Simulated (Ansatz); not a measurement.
Born–Oppenheimer molecular dynamics of AlH6N (8 atoms, charge 0, multiplicity 1). It starts at the highest image of a converged band, a first-order saddle point between two minima.

All numbers below come from RKS PBE-D4/6-31G* in Ansatz 0.2.0.

| Item | Value |
| --- | --- |
| ensemble | NVE (velocity Verlet) |
| time step | 0.5 fs |
| steps asked | 200 |
| starting velocities drawn for | 300 K |
| seed | 4075 |

First frame:

```xyz
8
Properties=species:S:1:pos:R:3
Al 0.037 -0.357 -0.065
H -0.245 0.072 1.716
H 1.450 0.284 -0.454
H -1.355 -0.084 -0.806
N 0.149 -2.063 0.814
H -0.604 -2.752 0.766
H 1.045 -2.529 0.977
H -0.110 -0.917 1.674
```

How far do the bonds stretch over the last three quarters of this one trajectory? (Pairs bonded in most of those frames.)


```json
{"bond": "Al1–H3", "mean (Å)": "1.603", "spread (Å)": "0.026", "shortest": "1.56", "longest": "1.65"}
{"bond": "Al1–H4", "mean (Å)": "1.613", "spread (Å)": "0.062", "shortest": "1.51", "longest": "1.70"}
{"bond": "Al1–N5", "mean (Å)": "1.800", "spread (Å)": "0.077", "shortest": "1.69", "longest": "1.94"}
{"bond": "H2–H8", "mean (Å)": "0.755", "spread (Å)": "0.009", "shortest": "0.74", "longest": "0.79"}
{"bond": "N5–H6", "mean (Å)": "1.022", "spread (Å)": "0.021", "shortest": "0.99", "longest": "1.06"}
{"bond": "N5–H7", "mean (Å)": "1.023", "spread (Å)": "0.016", "shortest": "1.00", "longest": "1.05"}
```

Mean temperature of the second half: 1009 K. The conserved energy stayed within 0.18 meV per atom of its start (net change 0.099 meV per atom), so the integration is sound. The system heated up, since it started high on the potential surface and ran downhill. A run of 0.1 ps of so small a system gives no equilibrium averages. The orbitals stay closed-shell, which can raise the energy where a bond breaks towards radicals; this wasn't checked here.

Time of the run: 3.4 min on 1 thread of Arm Neoverse V2, with other jobs on the host, peak memory 0.087 GiB.
